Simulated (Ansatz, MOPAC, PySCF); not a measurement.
Species: hydrogen chloride, HCl, charge 0, multiplicity 1. SMILES: Cl
Geometry from a B3LYP-D3(BJ)/def2-TZVP (Ansatz, a quantum-chemistry and plane-wave program) optimisation:
```
Cl
H 1 1.2820
```

Unscaled harmonic wavenumbers (cm⁻¹) in rising order, each level at the stationary point that it reaches from this structure (no distance between atoms moves by over 0.3 Å); the order of modes can differ between levels, and a negative number is imaginary. B3LYP-D3(BJ)/def2-TZVP (PySCF, at the structure above): 2940.

PM3 (MOPAC): 2703. Zero-point energy 3.9 against 4.2 kcal/mol; where all levels lie over 400 cm⁻¹, the wavenumbers are on average 0.919 times those of B3LYP-D3(BJ)/def2-TZVP.

PM7 (MOPAC): 2920. Zero-point energy 4.2 against 4.2 kcal/mol; where all levels lie over 400 cm⁻¹, the wavenumbers are on average 0.993 times those of B3LYP-D3(BJ)/def2-TZVP.

HF/6-31G* (Ansatz): 3185. Zero-point energy 4.6 against 4.2 kcal/mol; where all levels lie over 400 cm⁻¹, the wavenumbers are on average 1.083 times those of B3LYP-D3(BJ)/def2-TZVP.

B3LYP/6-31G* (Ansatz): 2939. Zero-point energy 4.2 against 4.2 kcal/mol; where all levels lie over 400 cm⁻¹, the wavenumbers are on average 1.000 times those of B3LYP-D3(BJ)/def2-TZVP.
